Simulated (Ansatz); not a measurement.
## Match the barriers

Saddle point of Si$_{2}$H$_{7}$F, closed shell (Si₂H₅F ([F][SiH2][SiH3]) + H₂ → Si₂H₆ ([SiH3][SiH3]) + HF; bonds formed: Si1–H7, F2–H6; bonds broken: Si1–F2, H6–H7), PBE0-D4/def2-TZVP structure:

```csv
atom,x (Å),y (Å),z (Å)
Si1,-0.0798,-0.8552,0.1985
F2,1.7376,-0.5090,-0.4841
H3,-0.1973,-2.0198,-0.7048
H4,-1.0306,-1.1753,1.3172
Si5,-0.6878,1.2857,-0.5110
H6,1.6413,-0.8620,0.6877
H7,1.0757,-1.1143,1.4170
H8,-0.1012,2.2714,0.4364
H9,-0.1884,1.5621,-1.8807
H10,-2.1694,1.4164,-0.4763
```

Ansatz 0.2.0; basis: def2-TZVPP, with def2-QZVPP for the basis limit; cores frozen in the correlated methods. Extrapolation: Hartree–Fock as exp(−7.88 √X), correlation as X^−2.97. Four methods, as single points on the PBE0-D4 structures, gave these electronic barriers from the start structure: 199.0, 218.6, 242.8, 312.1 kJ/mol.

The methods were, in alphabetical order, HF, MP2, PBE-D4, PBE0-D4. Which gave which? (A judgement: the text doesn't fix the answer.)

The calculation gives: PBE-D4 199.0; PBE0-D4 218.6; MP2 242.8; HF 312.1 kJ/mol. For comparison, CCSD(T) at an estimated basis limit (MP2 extrapolated from triple and quadruple zeta, plus CCSD(T) − MP2 in triple zeta) gives 243.7 kJ/mol.

The T1 diagnostic stays at or below 0.015.

Labels in which every atom is bracketed show which atoms are joined, not bond orders.

For scale, one of the runs: CCSD(T)/def2-TZVPP, 213 basis functions, launched by `ansatz run in.yaml --threads 4 --pin off --events-out ev --progress --plain --max-ram 9574MiB`. Time: 39 s of wall clock on 4 CPU threads of an Arm Neoverse V1; the host was shared. Peak host memory: 2.9 GiB.
